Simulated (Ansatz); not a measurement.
# MgSiH₃+ (SMILES [MgH][SiH2+]): functionals against CCSD(T) at one geometry

The task here is to estimate one member of a computed series from the others.

Program: Ansatz 0.2.0, Gaussian basis. Level of theory: single points in def2-TZVPP. These are calculated values, not measurements.

Cores are frozen in the correlated methods. The outer core shell of Li, Na, Mg and K is correlated.

## The starting structure

5 atoms, charge 1, spin multiplicity 1.

Atoms are counted from 1 here; the program's logs count them from 0.

Bond lengths: Mg1–Si2 2.688 Å, Mg1–H3 1.575 Å, Si2–H4 1.537 Å, Si2–H5 1.509 Å. Angles: Si2–Mg1–H3 176.3°, Mg1–Si2–H4 130.6°, Mg1–Si2–H5 130.8°, H4–Si2–H5 98.5°.

As a file:

```xyz
5

Mg    0.60790   -1.34100    0.82340
Si   -0.35390    0.77910   -0.51990
H     1.19070   -2.52130    1.68770
H    -1.60560    0.92040   -1.40070
H     0.20700    2.16780   -0.70430
```

The first run:

File run/in.yaml:

```yaml
crystal:
  periodic: [false, false, false]
  atoms:
    - {symbol: Mg, position_ang: [0.607900, -1.341000, 0.823400]}
    - {symbol: Si, position_ang: [-0.353900, 0.779100, -0.519900]}
    - {symbol: H, position_ang: [1.190700, -2.521300, 1.687700]}
    - {symbol: H, position_ang: [-1.605600, 0.920400, -1.400700]}
    - {symbol: H, position_ang: [0.207000, 2.167800, -0.704300]}
basis:
  gaussian: {orbitals: def2-TZVPP}
total_charge: 1
correlation: {method: ccsd_t}
output: {forces: true}
```

The command line of these runs was not kept.

Among the steps run: CCSD(T)/def2-TZVPP; PBE0-D4/def2-TZVPP; wB97M-V/def2-TZVPP; r2SCAN-D4/def2-TZVPP; PBE-D4/def2-TZVPP; r2SCAN0-D4/def2-TZVPP; B97M-V/def2-TZVPP.

One table of the session follows, with a row left open; its other results are not shown here.

```
    method  RMS force component (eV/Å)  angle to CCSD(T) forces (°)
   CCSD(T)                       0.596                    reference
   PBE0-D4                       0.579                          6.1
   wB97M-V                       0.614                          3.4
 r2SCAN-D4                           ?                            ?
    PBE-D4                       0.527                         15.3
r2SCAN0-D4                       0.624                          1.1
    B97M-V                       0.557                          5.8
```

Q: Estimate the row for r2SCAN-D4 from the others.

The run gave: RMS force component (eV/Å): 0.585; angle to CCSD(T) forces (°): 5.5. In the column «RMS force component (eV/Å)» it lies between PBE0-D4 (0.579) and CCSD(T) (0.596).
